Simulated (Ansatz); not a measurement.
The input, for Ansatz 0.2.0:

```yaml
crystal:
  periodic: [false, false, false]
  atoms:
    - {symbol: Si, position_ang: [0.121305, -0.108100, 1.672585]}
    - {symbol: Se, position_ang: [-0.043569, 0.023593, -0.625891]}
    - {symbol: H, position_ang: [0.033051, 1.163870, 2.425690]}
basis:
  gaussian: {orbitals: cc-pVDZ}
magnetization: {spin_polarized: true, initial_magnetization: 3}
correlation: {method: ccsdt_q, electrons: outside_noble_gas}
```

```sh
$ ansatz run in.yaml --threads 1 --pin off --events-out ev --progress --plain --max-ram 2393MiB
```

The program prints:

```
965 factors; integrals over basis functions are off by at most 1.8e-7 eV
mean field evaluation 1: about -73177.4810 eV, gradient 7.3e0 eV
mean field evaluation 2: about -73177.4868 eV, gradient 7.3e0 eV
mean field evaluation 4: about -73178.4670 eV, gradient 1.3e0 eV
mean field evaluation 8: about -73178.5276 eV, gradient 1.6e-1 eV
mean field evaluation 16: about -73178.5331 eV, gradient 4.7e-1 eV
mean field evaluation 32: about -73178.2509 eV, gradient 3.2e0 eV
mean field evaluation 64: about -73178.5929 eV, gradient 1.8e-1 eV
mean field evaluation 96: about -73176.3642 eV, gradient 1.9e0 eV
mean field evaluation 128: about -73178.5932 eV, gradient 1.8e-3 eV
mean field evaluation 160: about -73175.1582 eV, gradient 1.1e-1 eV
...
cycle  11  -5.11342396 eV  change   -1.2e-4 eV  update   1.6e-4
cycle  12  -5.11351653 eV  change   -9.3e-5 eV  update   9.7e-5
cycle  13  -5.11355199 eV  change   -3.5e-5 eV  update   5.1e-5
cycle  14  -5.11355926 eV  change   -7.3e-6 eV  update   3.0e-5
cycle  15  -5.11353446 eV  change    2.5e-5 eV  update   1.7e-5
cycle  16  -5.11353427 eV  change    1.8e-7 eV  update   9.7e-6
cycle  17  -5.11353815 eV  change   -3.9e-6 eV  update   5.5e-6
cycle  18  -5.11354037 eV  change   -2.2e-6 eV  update   2.6e-6
cycle  19  -5.11354187 eV  change   -1.5e-6 eV  update   1.5e-6
cycle  20  -5.11354156 eV  change    3.1e-7 eV  update   8.1e-7
perturbative correction -0.00980570 eV, -0.0003603528 hartree
Total energy: -73183.71650779 eV, -2689.4519759565 hartree
```

Ran on 1 thread of AMD EPYC, shared host: 70 s wall, 0.26 GiB peak host memory.
